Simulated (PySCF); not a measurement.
Zinc-blende AlN (metastable phase): correlation energy from several methods in one and the same small orbital space (PySCF; 2 atoms at the zone centre, 8 electrons in 58 orbitals, empty ones MP2 natural orbitals of a TZ basis, lattice constant set to 4.599 Å). Its volume lies 16 % above that of the crystal's usual cell. It tests the methods against each other and lies far from the crystal's limit.

CCSDT(Q) gives -3.4179 eV per atom.

Task: What share of it do MP2, CCSD, CCSD(T), CCSDT recover?

Result: MP2 82.8 %; CCSD 95.7 %; CCSD(T) 99.1 %; CCSDT 99.6 %.

| method | E_corr (eV per atom) | share of CCSDT(Q) (%) | difference (meV) |
|---|---|---|---|
| MP2 | -2.8308 | 82.8 | 587 |
| CCSD | -3.2704 | 95.7 | 148 |
| CCSD(T) | -3.3864 | 99.1 | 32 |
| CCSDT | -3.4034 | 99.6 | 15 |
| CCSDT(Q) | -3.4179 | 100.0 | 0 |

MP2, (T) and (Q) use filled levels shifted down by the Madelung term, which in so small a cell is a large part of the gap, so these rows hang on it.

CCSDT(Q) is the highest level reached here, not an exact value.
